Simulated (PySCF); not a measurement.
## BH⁺: mean field, correlation and small terms against distance

State: ²Σ⁺, doublet, unpaired electrons σ ↑. ROHF-based CCSD(T) in PySCF 2.14 with B aug-cc-pVTZ, H aug-cc-pVTZ and B aug-cc-pVQZ, H aug-cc-pVQZ (frozen core orbitals: 1; no relativity). Correlation energies are extrapolated as n⁻³ (n = 3, 4), Hartree–Fock as (n+1)·exp(−9√n). CV is the change on freezing 0 orbitals instead, in B cc-pwCVTZ, H cc-pVTZ. SR is the spin-free X2C energy in B cc-pVTZ-DK, H cc-pVTZ-DK less the non-relativistic one in B cc-pVTZ, H cc-pVTZ. All energies in eV from B⁺ + H.

| R (Å) | HF/CBS | CCSD corr. | (T) | CV | SR | total |
| --- | --- | --- | --- | --- | --- | --- |
| 1.0687 | -2.085 | 0.224 | -0.0201 | -0.0363 | 0.0031 | -1.914 |
| 1.1173 | -2.226 | 0.205 | -0.0214 | -0.0332 | 0.0032 | -2.072 |
| 1.1658 | -2.282 | 0.183 | -0.0228 | -0.0305 | 0.0033 | -2.149 |
| 1.2144 | -2.270 | 0.157 | -0.0245 | -0.0281 | 0.0033 | -2.162 |
| 1.2630 | -2.206 | 0.127 | -0.0263 | -0.0260 | 0.0033 | -2.128 |
| 1.3237 | -2.068 | 0.083 | -0.0289 | -0.0236 | 0.0033 | -2.034 |
| 1.3844 | -1.885 | 0.032 | -0.0318 | -0.0214 | 0.0032 | -1.903 |

A fit to the total gives Re = 1.2019 Å, De = 2.164 eV, ωe = 2538.7 cm⁻¹, Be = 12.64 cm⁻¹ (masses 11.0093 and 1.0078 u).

**Question.** At R = 1.2144 Å the CCSD correlation energy is -0.052762 hartree in the smaller basis and -0.054642 in the larger. Extrapolate it.

**Answer.** (4³·E4 − 3³·E3)/(4³ − 3³) = -0.05601 hartree; the larger basis holds 97.6 % of it.

The T1 diagnostic is 0.029. The state was picked by a PBE0 search and need not be the measured ground state. Spin–orbit coupling, excitations beyond (T) and corrections to the Born–Oppenheimer picture are left out.
